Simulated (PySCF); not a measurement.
CH4, SMILES C.

The structure is a stationary point at PBE0-D3(BJ)/def2-TZVPD.

Two levels are set side by side: TDA-PBE/def2-TZVPD (PySCF) and EOM-CCSD/aug-cc-pVDZ (PySCF). Vertical, same geometry; the bases differ. Differences are taken from unrounded values.

```json
[
 {"quantity": "lowest singlet excitation (eV)", "EOM-CCSD": "10.52", "TDA-PBE": "9.56", "TDA-PBE minus EOM-CCSD": "-0.96"},
 {"quantity": "lowest triplet excitation (TDA for PBE) (eV)", "EOM-CCSD": "10.10", "TDA-PBE": "9.20", "TDA-PBE minus EOM-CCSD": "-0.90"}
]
```

A lower first singlet is the usual sign of a functional without exact exchange. Differences between two approximate levels are no errors against the true value.

Rough cost on one machine, each run with all the roots and properties that it gave: EOM-CCSD against TDA-PBE about 3 times.
